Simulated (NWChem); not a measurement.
## dimethylamine (C2H7N)

```xyz
10

C      0.0184     0.2167    -1.2073
N     -0.1400    -0.5514     0.0000
C      0.0184     0.2167     1.2073
H      0.9861     0.7624    -1.2886
H     -0.7815     0.9733    -1.2786
H     -0.0754    -0.4361    -2.0886
H      0.5011    -1.3400     0.0000
H      0.9861     0.7624     1.2886
H     -0.0754    -0.4361     2.0886
H     -0.7815     0.9733     1.2786
```
Charge 0, spin multiplicity 1.

Everything below was run with NWChem. The geometry was optimised at PBE0/def2-SVP, a minimum by its harmonic frequencies.

Symmetry labels belong to the abelian group Cs used in the runs, with the axes of the coordinates shown.

The Pople sets run with spherical d functions.

Task: List the lowest 6 singlet excitations that CIS/6-31+G* (spherical d) gives, with oscillator strengths.

Result: 
```tsv
state	symmetry	energy (eV)	wavelength (nm)	f
1	a'	6.86	181	0.000
2	a'	8.13	152	0.059
3	a'	8.36	148	0.107
4	a"	8.38	148	0.003
5	a'	9.05	137	0.004
6	a"	9.21	135	0.009
```
